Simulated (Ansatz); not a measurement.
A made-up structure of CH$_{3}$SSi (charge -1), singlet:

C1  (-0.263, 0.579, -0.755)
Si2  (0.196, -0.432, 0.565)
S3  (0.523, 2.024, -0.024)
H4  (-0.281, 0.264, -1.794)
H5  (-0.559, 1.608, -0.564)
H6  (0.106, 0.329, 1.859)
(Å)

It is relaxed with PBE-D4/def2-SVPD and then PBE0-D4/def2-TZVPD (Ansatz 0.2.0). Atoms count as bonded within 1.22 times the sum of their covalent radii (H–H: 0.88 Å). The end point is not checked to be a true minimum.

Task: Does its bonding change? (A judgement: the text doesn't fix the answer.)

Result: The calculation gives: Yes. Formed: none; broken: S3–H5.

Where it ends: The first stage lowers the energy by 5.02 eV in 11 steps. It ends as CH₃SSi ([CH2]1[SiH][S]1), total charge -1:
```
6
angstrom
C -0.3072 0.8000 -0.7099
Si 0.6028 -0.2410 0.6260
S 1.1767 1.7482 -0.2368
H -0.2817 0.4606 -1.7447
H -1.2391 1.3087 -0.4662
H -0.2289 0.2950 1.8194
```

Labels in which every atom is bracketed show which atoms are joined, not bond orders.

For scale, one of the runs: PBE0-D4/def2-TZVPD relaxation, 153 basis functions, launched by `ansatz run in.yaml --threads 2 --pin off --events-out ev --progress --plain --max-ram 4352MiB`. The run took about 16 s on 2 CPU threads of an Arm Neoverse V2 (shared host).
